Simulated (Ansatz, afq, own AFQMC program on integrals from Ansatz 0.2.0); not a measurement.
Two steps: Ansatz 0.2.0 writes the Fock matrix and Cholesky factors of the valence space, and afq projects on them the lowest state that overlaps trial and start.

```yaml
crystal:
  periodic: [false, false, false]
  atoms:
    - {symbol: Al, position_ang: [0.000000, -0.079020, 0.634433]}
    - {symbol: O, position_ang: [0.000000, 0.000201, -1.063260]}
    - {symbol: H, position_ang: [0.000000, 1.302005, 1.467317]}
    - {symbol: H, position_ang: [0.000000, 0.810086, -1.572931]}
basis:
  gaussian: {orbitals: cc-pVDZ}
magnetization: {spin_polarized: true, initial_magnetization: 1}
correlation: {method: ccsd_t, electrons: outside_noble_gas, hamiltonian_folder: ham}
```

```sh
$ ansatz run in.yaml --threads 1 --pin off --events-out ev --progress --plain --max-ram 1382MiB
```

afq runs on the folder ham with

```
--method free --trial cisd --walkers 60 --time-step 0.03 --max-blocks 80 --target-error 0.0004 --factor-cut 1e-05 --seed 2145 --times 0,0.21,0.42,0.81,1.2,1.8,2.4,3 --taylor-order 8
```

Times are imaginary, in 1/Eh. The walk had a cap of 1172 s.

afq prints:

```
orbitals 36  electrons 6 5  factors 270 of 395
reference energy -317.95626166 Eh
CCSD correlation -0.25493907 Eh in 11 cycles, weight of the determinant in the CISD state 0.9089
repeat  energy at the last time / Eh  error
    10  -318.218533  0.001411
    20  -318.217947  0.000949
    30  -318.217489  0.000728
    40  -318.217880  0.000691
    50  -318.217764  0.000602
    60  -318.217680  0.000629
    70  -318.217666  0.000566
    80  -318.217625  0.000524
time / (1/Eh)  energy / Eh  error  mean overlap
  0.00  -318.211246  0.000254  1.1005
  0.21  -318.214307  0.000261  1.1078
  0.42  -318.215885  0.000233  1.1042
  0.81  -318.216886  0.000305  1.1090
  1.20  -318.217250  0.000294  1.1145
  1.80  -318.217087  0.000404  1.1103
  2.40  -318.217308  0.000565  1.1296
  3.00  -318.217625  0.000524  1.0909
energy -318.217625 +/- 0.000524 Eh
```

The run passed its tests (error under three times the target), which doesn't prove that it has relaxed.

Against this walk (error 14.3 meV) on the same determinant: CCSD(T) 32.7 meV higher, CCSDT(Q) 0.7 meV lower (within the noise). The error is statistical, and a free projection of finite length keeps a remainder of its start.

Cautions: remainder of the start not in the error; error above the target (14.3 against 10.9 meV).

The walk took 3.2 min on 1 thread of Arm Neoverse V2, with other jobs on the host. The log's last line is the free-projection energy.

CCSDT and higher add their correlation energy to the determinant of the CCSD(T) run, since their own runs factorise the integrals more tightly (a shift of under 2 meV). A walk keeps the symmetry of its determinant, which the program's search chose and which needn't be the lowest solution, so a lower state of the same spin and another symmetry isn't excluded.
